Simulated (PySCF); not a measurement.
# CH: energy against distance

Set-up: PySCF, no relativity, basis sets H def2-SVP, C def2-SVP. Energies in eV from H + C in their ground configurations at the same level. State: ²Π (doublet), unpaired electrons π ↑.

```
R (Å)  LC-ωPBE
0.976   -3.021
1.022   -3.281
1.067   -3.429
1.101   -3.481
1.135   -3.493
1.169   -3.472
1.214   -3.402
1.271   -3.263
1.339   -3.042
1.430   -2.691
```

Task: Put a parabola through the three lowest points of the LC-ωPBE curve and estimate Re, k and ωe (reduced mass 0.9297 u; 1 eV/Å² = 0.16022 mdyn/Å; ωe = 1302.8·√(k/μ) cm⁻¹).

Result: Through R = 1.101, 1.135, 1.169 Å the second-order coefficient is 14.3 eV/Å², so Re ≈ 1.130 Å, k ≈ 4.57 mdyn/Å and ωe ≈ 2890 cm⁻¹. A polynomial fit of higher order to the unrounded LC-ωPBE energies gives Re = 1.129 Å, k = 4.75 mdyn/Å, ωe = 2945 cm⁻¹; anharmonicity and rounding make the difference.

The higher-order fit for each curve: LC-ωPBE: Re = 1.129 Å, ωe = 2945 cm⁻¹, De = 3.49 eV.

The state was picked by a PBE0 search and need not be the measured ground state.
